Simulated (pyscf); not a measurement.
F–B(F)–F (SMILES FB(F)F) + CH₄ (SMILES C) -> H₃C–F (SMILES CF) + F–BH–F (SMILES FBF), a four-centre exchange (singlet surface; B–F, C–H broken, C–F, B–H formed). Single points on ωB97X-D3(BJ)/def2-SVP structures (PySCF, gas phase). MP2 and CC: frozen core, UHF for open shells. ΔMP2 is the change of the MP2 total energy from the triple- to the quadruple-zeta basis. Energies in eV from the separated reactants.

Small-basis levels: PySCF, no dispersion term, spherical d functions. AM1 to PM7: differences of heats of formation from MOPAC, which are fitted to 298 K values and so differ in kind from electronic energies by zero-point and thermal terms. GFN2-xTB: tblite. Cost: rough CPU time at the saddle relative to B3LYP/6-31G*, from one job on a shared machine.

```
level                             barrier  reaction energy        cost
--------------------------------  -------  ---------------  ----------
HF/STO-3G                            6.73            +2.32        0.04
HF/6-31G*                            5.13            +2.56        0.09
PBE/6-31G*                           4.00            +2.50           2
B3LYP/6-31G*                         4.36            +2.52           1
M06-2X/6-31G*                        4.56            +2.60           3
B3LYP/6-311+G**                      4.29            +2.30           2
GFN2-xTB                             3.99            +1.41  under 0.02
PM3                                  4.40            +2.57  under 0.02
PM6                                  4.62            +2.50  under 0.02
CCSD(T)/def2-TZVPP + ΔMP2(QZVPP)     4.55            +2.47           –
```

Against the last row the barrier runs from -0.56 (GFN2-xTB) to +2.18 eV (HF/STO-3G); M06-2X/6-31G* happens to lie closest here (0.01 eV apart). CCSD(T)/def2-TZVPP + ΔMP2(QZVPP) has limits of its own. The same reactants have a lower exit, to HF + H₃C–B(F)–F (barrier +2.49 eV at ωB97M-D3(BJ)/def2-TZVP, against +4.40 eV here). This is the saddle that the search found; another between the same sides may lie lower. The CCSD(T) − MP2 part came from Ansatz, without density fitting, on the same reference.
